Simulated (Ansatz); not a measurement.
Molecule: C₄H₄O (charge 0, singlet). 
Geometry from a B3LYP-D3(BJ)/def2-TZVP (Ansatz, a first-principles code) optimisation:
```xyz
9

O      0.0070    -0.0094     1.1564
C      0.0100     1.0912     0.3549
C     -0.0058    -1.0968     0.3372
C     -0.0006     0.7240    -0.9496
C     -0.0110    -0.7085    -0.9611
H      0.0199     2.0414     0.8581
H     -0.0098    -2.0550     0.8251
H     -0.0010     1.3840    -1.8002
H     -0.0209    -1.3546    -1.8223
```

Wanted: vertical triplet-singlet gap (E(triplet) - E(singlet); each state is the SCF solution reached for its spin; for the triplet the Hartree-Fock reference is unstable and T1 is 0.018; for the singlet the Hartree-Fock reference is unstable and T1 is 0.013), in kcal/mol. Cores are frozen in the correlated levels unless marked. Open shells are spin-unrestricted. No spin-orbit coupling. Non-relativistic. 

| level | program | vertical triplet-singlet gap (kcal/mol) |
|---|---|---|
| SVWN5/def2-TZVPD | Ansatz | 101.3 |
| PBE/def2-TZVPD | Ansatz | 96.3 |
| B3LYP/def2-TZVPD | Ansatz | 94.9 |
| BHLYP/def2-TZVPD | Ansatz | 91.1 |
| wB97M-V/def2-TZVPD | Ansatz | 99.3 |
| B2PLYP/def2-TZVPD | Ansatz | 98.7 |
